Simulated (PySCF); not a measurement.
Compound: C₄H₅P.
Numbering: `[cH:1]1[cH:2][cH:3][pH:4][cH:5]1` (hydrogens: H6 on C1; H7 on C2; H8 on C3; H9 on P4; H10 on C5)

Cartesian coordinates in Å at the PBE0-D3(BJ)/def2-SVP level; atoms count from 1:
```xyz
10
C4H5P angstrom
C     -0.3597   -1.0373    0.2928
C      0.9990   -0.5990    0.0198
C      1.0979    0.7014   -0.3570
P     -0.5484    1.3963   -0.6010
C     -1.3005   -0.0728    0.1259
H     -0.5894   -2.0609    0.6014
H      1.8567   -1.2710    0.1108
H      2.0281    1.2091   -0.6166
H     -0.6332    2.3300    0.4746
H     -2.3731   -0.2130    0.2678
```

Level: B3LYP/def2-SVPD in PySCF, non-relativistic, on one gas-phase PBE0-D3(BJ)/def2-SVP geometry that isn't relaxed in the solvent. The solvent is an IEF-PCM continuum (van der Waals radii × 1.2), and excitations are vertical TDDFT with non-equilibrium linear response and a frozen core. Only the electrostatic response of the medium enters.

| run | E − E(gas) (kJ/mol) | HOMO (eV) | HOMO–LUMO gap (eV) | dipole (D) | lowest singlet (eV) | static polarisability (au) |
| --- | --- | --- | --- | --- | --- | --- |
| gas | 0.00 | -6.60 | 5.16 | 0.72 | 4.66 | 69.9 |
| P | -7.05 | -6.57 | 5.18 | 0.90 | 4.63 | 91.5 |
| Q | -9.65 | -6.58 | 5.19 | 0.97 | 4.64 | 100.7 |

**Question.** The runs were made in acetone and chloroform. Which run belongs to which solvent?

**Answer.** P = chloroform, Q = acetone. The dielectric constants are 4.711 (chloroform), 20.49 (acetone), and the energy falls further as ε rises. The optical constants n² used for the excitations are 2.09, 1.85 in the same order. In this model the ground state sees the solvent through ε alone.

**Question.** How constant is the ratio of the lowering to (ε − 1)/(2ε + 1)?

**Answer.** 
| solvent | (ε − 1)/(2ε + 1) | E − E(gas) (kJ/mol) | ratio (kJ/mol) | polarisation term (kJ/mol) |
| --- | --- | --- | --- | --- |
| chloroform | 0.356 | -7.05 | -19.8 | -7.73 |
| acetone | 0.464 | -9.65 | -20.8 | -10.96 |

The ratio changes by +5.0 % in size from chloroform to acetone. The polarisation term is half the interaction of the solute with the induced surface charges.
